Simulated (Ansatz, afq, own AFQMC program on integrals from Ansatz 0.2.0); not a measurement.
Integrals from Ansatz 0.2.0, then the random walk in our own AFQMC program (afq).

```yaml
crystal:
  periodic: [false, false, false]
  atoms:
    - {symbol: N, position_ang: [0.000000, 0.000000, 0.000000]}
    - {symbol: C, position_ang: [0.000000, 0.000000, 1.339482]}
basis:
  gaussian: {orbitals: 6-31G}
magnetization: {spin_polarized: true, initial_magnetization: 3}
correlation: {method: ccsd_t, electrons: outside_noble_gas, hamiltonian_folder: ham}
```

```sh
$ ansatz run in.yaml --threads 1 --pin off --events-out ev --progress --plain --max-ram 24576MiB --backend cuda --devices 0, --max-vram 18GiB
```

Options of the walk:

```
--method phaseless --trial cisd --walkers 4000 --populations 20 --least-time 60 --time-step 0.005 --steps-per-block 50 --equilibration-blocks 28 --max-blocks 4000 --target-error 0.00018 --factor-cut 1e-05 --start spin_pure --seed 9662 --release-times 0.24,0.51,0.99,1.62,2.4 --release-step 0.03 --release-every 3 --taylor-order 6
```

Times are imaginary, in 1/Eh. The walk had a cap of 122 s. With eight or more populations the least sampling time is a fifth of least-time, and the error comes from their spread.

Output of the walk:

```
orbitals 16  electrons 6 3  factors 95 of 259
reference energy -92.02902409 Eh
CCSD correlation -0.15682315 Eh in 21 cycles, weight of the determinant in the CISD state 0.6449
energy of the start -92.173696 Eh
 block  time / (1/Eh)  mean weight  energy / Eh
     1     0.250  0.9999  -92.178855
     2     0.500  1.0001  -92.182724
     3     0.750  0.9999  -92.185984
     4     1.000  1.0001  -92.187252
     5     1.250  1.0001  -92.188515
     7     1.750  1.0000  -92.189810
     9     2.250  0.9999  -92.190948
    11     2.750  1.0000  -92.192290
    31     7.750  0.9998  -92.194242
    41    10.250  1.0001  -92.195737
    51    12.750  1.0004  -92.195786
    71    17.750  1.0000  -92.199242
    91    22.750  0.9998  -92.200113
   111    27.750  1.0001  -92.201071
   131    32.750  0.9999  -92.200754
   151    37.750  0.9997  -92.198476
   171    42.750  0.9998  -92.200337
   191    47.750  0.9999  -92.202561
   211    52.750  1.0000  -92.202815
   221    55.250  1.0003  -92.203951
   231    57.750  0.9996  -92.201770
   251    62.750  1.0000  -92.203416
   271    67.750  0.9997  -92.200740
   291    72.750  0.9999  -92.200514
   311    77.750  1.0003  -92.201611
   331    82.750  0.9999  -92.202714
   351    87.750  0.9997  -92.203289
   371    92.750  1.0000  -92.201614
   391    97.750  0.9994  -92.203474
   411   102.750  0.9998  -92.200139
   421   105.250  0.9998  -92.200309
error from the spread of 20 populations
released: time / (1/Eh)  energy / Eh  error  mean overlap
  0.24  -92.201332  0.000243  1.0008
  0.51  -92.201466  0.000220  1.0017
  0.99  -92.202237  0.000209  1.0031
  1.62  -92.202594  0.000219  1.0051
  2.40  -92.202470  0.000449  1.0061
energy -92.200543 +/- 0.000219 Eh
(rows thinned)
```

The run passed its tests (sampling time, drift between the halves within three errors, error under three times the target), which doesn't prove that it has relaxed, ending at its cap on processor time. The second half of the sampling lies below the first by 2.5 errors of their difference, so the energy may still be moving and its error bar be too small.

Against this walk (error 5.9 meV) on the same determinant: CCSD(T) 59.7 meV higher, CCSDT(Q) 230.2 meV lower, CCSDTQ 183.5 meV lower, full CI 185.5 meV lower. The error is statistical and leaves out the bias of the constraint. The determinant has ⟨S²⟩ = 4.18, so the low cluster orders mix in higher spin, while the walk starts as a pure quartet. The released energies are still falling (meV from the phaseless value at times in 1/Eh: -21 ± 7 at 0.24, -25 ± 6 at 0.51, -46 ± 6 at 0.99, -56 ± 6 at 1.62, -52 ± 12 at 2.40), so they give no level; they do show a bias of the constraint, and the last of them that isn't too noisy lies 130 meV above full CI. Full CI is exact here, so the walk's 186 meV above it is the walk's own error: the bias of the constraint with this trial, or a walk that hasn't relaxed. The determinant is a poor start (see the cautions), so the low cluster orders aren't to be relied on, and full CI is the sure value.

Cautions: constraint bias not in the error; error above the target (5.9 against 4.9 meV); lower spins were not checked; strong correlation (T1 0.087, weight of the determinant 0.64, largest double 0.44); (T) is large, 8 % of the CCSD correlation; unrestricted determinant spin contaminated (⟨S²⟩ 4.18 against 3.75); CCSD(T) is in doubt: in a space of 9 electrons in 9 natural orbitals full CI lies 85 meV below it; the CCSDT(Q) amplitudes may be one of several solutions (largest double 1.01); the CCSDTQ amplitudes may be one of several solutions (largest double 1.04); the determinant fills πx and πy unequally, so it mixes two states of the linear molecule, and each level undoes that mixture to a different degree, while full CI gives the lower state.

The walk took 2 min on 1 × NVIDIA H100 80GB HBM3 with 2 threads of AMD EPYC 7R13 Processor (Zen 3) (shared host) (the card was shared). The log's last line is the phaseless energy.

CCSDT and higher add their correlation energy to the determinant of the CCSD(T) run, since their own runs factorise the integrals more tightly (a shift of under 2 meV).
